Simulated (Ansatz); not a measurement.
**PH3 (phosphine) at 6 levels**

Aim: a comparison of 6 runs (HF/3-21G, HF/6-31G*, HF/cc-pVDZ, B3LYP/6-31G*, PBE/6-31G*, RPA@BLYP/def2-mTZVP) of PH3 (phosphine). 

Program for the calculation: Ansatz 0.2.0.

7 further runs of the same task are left out: 1 for a known fault of the program, 2 that didn't finish, 4 set aside as unsound or not needed.

## Step 1: Starting point

PH3 has 4 atoms, charge 0, and is taken as a singlet. As SMILES, `P`. The shape is that of a PBE0-D4/def2-TZVP optimisation.

Bond lengths: P1–H2 1.420 Å, P1–H3 1.420 Å, P1–H4 1.420 Å. Angles: H2–P1–H3 93.1°, H2–P1–H4 93.1°, H3–P1–H4 93.1°.

## Step 2: Energy and gradient at HF/3-21G (run 1)

job.yaml reads:

```yaml
crystal:
  periodic: [false, false, false]
  atoms:
    - {symbol: P, position_ang: [0.346000, -0.326500, -0.332800]}
    - {symbol: H, position_ang: [0.630900, -0.034000, 1.027000]}
    - {symbol: H, position_ang: [-1.005500, -0.663000, -0.057200]}
    - {symbol: H, position_ang: [0.028700, 1.023500, -0.636900]}
basis:
  gaussian: {orbitals: 3-21G.json}
hamiltonian: {xc: hf}
accuracy: high
output: {forces: true, orbitals: {seedname: orbitals}}
```

The basis set 3-21G is read from a file made from the Basis Set Exchange's data (not shown).

Run with:

```bash
$ ansatz run job.yaml --threads 1 --pin off --max-ram 2610MiB --events-out events.jsonl --progress --plain --runs-dir runs
```

What it wrote:

```text
Warning: RAYON_NUM_THREADS=1 ignored (pool sized by the plan → 1); use --threads N
Functional definition: HF
  name "HF"
  exchange = exact_x
  correlation = 0
370 factors; integrals over basis functions are off by at most 2.8e-9 eV
mean field evaluation 1: about -9270.6561 eV, gradient 8.7e0 eV
mean field evaluation 2: about -9270.6541 eV, gradient 8.7e0 eV
mean field evaluation 4: about -9271.0206 eV, gradient 4.4e-1 eV
mean field evaluation 8: about -9271.0216 eV, gradient 1.1e-6 eV
mean field -9271.02159957 eV, -340.7037596601 hartree, gradient 3.2e-8 eV, S^2 0.000000; 0 other end points of the search recorded, 0 dependent functions left out
the calculation of the forces begins
reference -9271.02159957 eV, -340.7037596601 hartree; 9, 9 occupied and 10, 10 virtual orbitals, 370 factors
Total energy: -9271.02159957 eV, -340.7037596601 hartree
Atom 0 at     0.346000    -0.326500    -0.332800 Å, force    -0.225843     0.212511     0.218555 eV/Å
Atom 1 at     0.630900    -0.034000     1.027000 Å, force     0.239823    -0.102352     0.128348 eV/Å
Atom 2 at    -1.005500    -0.663000    -0.057200 Å, force    -0.120403    -0.240323    -0.110159 eV/Å
Atom 3 at     0.028700     1.023500    -0.636900 Å, force     0.106423     0.130164    -0.236744 eV/Å
Dipole moment:    -0.145333     0.137178     0.139751 e Å
```

It took 0.14 s on 1 thread of Arm Neoverse V1, shared host.

## Step 3: Energy and forces at HF/6-31G(d) (spherical functions) (run 2)

molecule.yaml reads:

```yaml
crystal:
  periodic: [false, false, false]
  atoms:
    - {symbol: P, position_ang: [0.346000, -0.326500, -0.332800]}
    - {symbol: H, position_ang: [0.630900, -0.034000, 1.027000]}
    - {symbol: H, position_ang: [-1.005500, -0.663000, -0.057200]}
    - {symbol: H, position_ang: [0.028700, 1.023500, -0.636900]}
basis:
  gaussian:
    orbitals: 6-31G_st_-spherical.json
accuracy: high
hamiltonian:
  xc: hf
output: {forces: true, orbitals: {seedname: orbitals}}
```

The basis set 6-31G* is read from a file made from the Basis Set Exchange's data (not shown).

Run with:

```bash
$ ansatz run molecule.yaml --threads 1 --pin off --max-ram 2610MiB --events-out events.jsonl --progress --plain --runs-dir runs
```

What it wrote (excerpt; [...] marks lines left out):

```text
Warning: RAYON_NUM_THREADS=1 ignored (pool sized by the plan → 1); use --threads N
[... 2 set-up lines as earlier in the session ...]
[...]
451 factors; integrals over basis functions are off by at most 3.5e-9 eV
[...]
mean field -9318.42578569 eV, -342.4458313682 hartree, gradient 2.4e-8 eV, S^2 0.000000; 0 other end points of the search recorded, 0 dependent functions left out
[...]
reference -9318.42578569 eV, -342.4458313682 hartree; 9, 9 occupied and 15, 15 virtual orbitals, 451 factors
Total energy: -9318.42578569 eV, -342.4458313682 hartree
Atom 0 at     0.346000    -0.326500    -0.332800 Å, force    -0.601434     0.566932     0.579926 eV/Å
Atom 1 at     0.630900    -0.034000     1.027000 Å, force     0.075401    -0.165097    -0.347638 eV/Å
Atom 2 at    -1.005500    -0.663000    -0.057200 Å, force     0.350286    -0.058959    -0.165309 eV/Å
Atom 3 at     0.028700     1.023500    -0.636900 Å, force     0.175747    -0.342876    -0.066979 eV/Å
Dipole moment:    -0.096458     0.091051     0.092742 e Å
```

Wall time 0.26 s (1 thread of Arm Neoverse V1, shared host).

Run 3 isn't shown in full; the table further down has it.

## Step 4: Energy and gradient at B3LYP/6-31G(d) (spherical functions) (run 4)

in.yaml reads:

```yaml
crystal:
  periodic: [false, false, false]
  atoms:
    - {symbol: P, position_ang: [0.346000, -0.326500, -0.332800]}
    - {symbol: H, position_ang: [0.630900, -0.034000, 1.027000]}
    - {symbol: H, position_ang: [-1.005500, -0.663000, -0.057200]}
    - {symbol: H, position_ang: [0.028700, 1.023500, -0.636900]}
basis:
  gaussian:
    orbitals: 6-31G_st_-spherical.json
hamiltonian:
  xc: {name: B3LYP}
accuracy: high
output:
  forces: true
  orbitals: {seedname: orbitals}
```

The basis set 6-31G* is read from a file made from the Basis Set Exchange's data (not shown).

Run with:

```bash
$ ansatz run in.yaml --threads 1 --pin off --max-ram 2610MiB --events-out events.jsonl --progress --plain --runs-dir runs
```

What it wrote (excerpt; [...] marks lines left out):

```text
Warning: RAYON_NUM_THREADS=1 ignored (pool sized by the plan → 1); use --threads N
Functional definition: B3LYP
  name "B3LYP"
[...]
451 factors; integrals over basis functions are off by at most 3.5e-9 eV
[...]
mean field -9337.25450444 eV, -343.1377740197 hartree, gradient 6.5e-8 eV, S^2 0.000000; 0 other end points of the search recorded, 0 dependent functions left out
[...]
reference -9337.25453207 eV, -343.1377750351 hartree; 9, 9 occupied and 15, 15 virtual orbitals, 451 factors
Total energy: -9337.25453207 eV, -343.1377750351 hartree
Atom 0 at     0.346000    -0.326500    -0.332800 Å, force     0.063600    -0.060635    -0.059908 eV/Å
Atom 1 at     0.630900    -0.034000     1.027000 Å, force     0.040546     0.008305     0.095057 eV/Å
Atom 2 at    -1.005500    -0.663000    -0.057200 Å, force    -0.094331    -0.043116     0.005911 eV/Å
Atom 3 at     0.028700     1.023500    -0.636900 Å, force    -0.009815     0.095446    -0.041060 eV/Å
Dipole moment:    -0.119427     0.112725     0.114842 e Å
```

Wall time 1.1 s (1 thread of Arm Neoverse V1, shared host).

Run 5 isn't shown in full; the table further down has it.

## Step 5: The energy at RPA@BLYP/def2-mTZVP (density fitting with cc-pVTZ-jkfit) (run 6)

Edit in.yaml of step 4 so:

```diff
@@ -9,8 +9,14 @@
   gaussian:
-    orbitals: 6-31G_st_-spherical.json
+    orbitals: def2-mTZVP
+    fitting: {mean_field: cc-pVTZ-jkfit}
+    final_grid: {core_spheres: 6, valence_spheres: 5, degree: 17}
+    symmetry_tolerance_ang: 0.05
 hamiltonian:
-  xc: {name: B3LYP}
-accuracy: high
-output:
-  forces: true
-  orbitals: {seedname: orbitals}
+  xc: {name: BLYP}
+  pseudopotentials: {relativity: none}
+correlation:
+  method: rpa
+  frozen_orbitals: {H: 0, P: 5}
+scf:
+  lower_state_search: full
+output: {orbitals: {seedname: orbitals}}
```

Run with:

```bash
$ ansatz run in.yaml --threads 1 --pin off --max-ram 2610MiB --events-out events.jsonl --progress --plain --runs-dir runs
```

What it wrote:

```text
Warning: RAYON_NUM_THREADS=1 ignored (pool sized by the plan → 1); use --threads N
Functional definition: BLYP
  name "BLYP"
  parameter beta = 0.0042
  parameter a = 0.04918
  parameter b = 0.132
  parameter c = 0.2533
  parameter d = 0.349
  exchange = b88_x(beta = beta)
  correlation = lyp_c(a = a, b = b, c = c, d = d)
211 factors; integrals over basis functions are off by at most 1.4e-1 eV
mean field evaluation 1: about -9336.1731 eV, gradient 1.5e1 eV
mean field evaluation 2: about -9336.1725 eV, gradient 1.5e1 eV
mean field evaluation 4: about -9337.0088 eV, gradient 2.2e0 eV
mean field evaluation 8: about -9337.0231 eV, gradient 4.5e-4 eV
mean field -9337.02305457 eV, -343.1292683941 hartree, gradient 6.7e-7 eV, S^2 0.000000; 0 other end points of the search recorded, 0 dependent functions left out
5 core orbitals not correlated: weight in the atoms' cores, before any rotation towards them, 1.000 or more for the frozen orbitals, at most 0.000 for the correlated occupied ones
reference -9318.63518746 eV, -342.4535267414 hartree; 4, 4 occupied and 22, 22 virtual orbitals, 211 factors
Total energy: -9324.63037965 eV, -342.6738459906 hartree
```

It took 0.22 s on 1 thread of Arm Neoverse V1, shared host.

## Step 6: Overview of the runs

| run | level | task | accuracy | energy (Eh) | dipole moment (D) | HOMO energy (eV) | LUMO energy (eV) | wall time |
| --- | --- | --- | --- | --- | --- | --- | --- | --- |
| 1 | HF/3-21G | gradient | high | -340.703760 | 1.17 | -10.57 | 4.84 | 0.14 s |
| 2 | HF/6-31G* (spherical functions) | gradient | high | -342.445831 | 0.78 | -10.57 | 4.48 | 0.26 s |
| 3 | HF/cc-pVDZ | gradient | high | -342.470309 | 0.72 | -10.54 | 4.68 | 0.46 s |
| 4 | B3LYP/6-31G* (spherical functions) | gradient | high | -343.137775 | 0.96 | -7.51 | 0.89 | 1.1 s |
| 5 | PBE/6-31G* (spherical functions) | gradient | high | -342.944466 | 1.10 | -6.53 | 0.19 | 1 s |
| 6 | RPA@BLYP/def2-mTZVP (density fitting with cc-pVTZ-jkfit) | energy | medium | -342.673846 | – | -6.51 | 0.01 | 0.22 s |

## Step 7: What came out

| quantity | value |
| --- | --- |
| run 6: total energy | -342.67385 Eh |
| run 6: HOMO energy (BLYP Kohn–Sham orbitals) | -6.51 eV |
| run 6: LUMO energy (BLYP Kohn–Sham orbitals) | 0.01 eV |
| run 6: HOMO–LUMO gap (BLYP Kohn–Sham orbitals) | 6.52 eV |
| run 6: RPA correlation energy (valence) | -220.3 mEh |

In words: Over runs 1, 2, 3, 4, 5 the dipole moment (its size) runs from 0.72 D (HF/cc-pVDZ) to 1.17 D (HF/3-21G). Over runs 1, 2, 3, 4, 5 the HOMO–LUMO gap runs from 6.72 eV (PBE/6-31G*) to 15.41 eV (HF/3-21G). The two ends differ in method and basis. Totals of different functionals can't be ranked against each other. All runs together took 3.1 s, the longest 1.1 s.
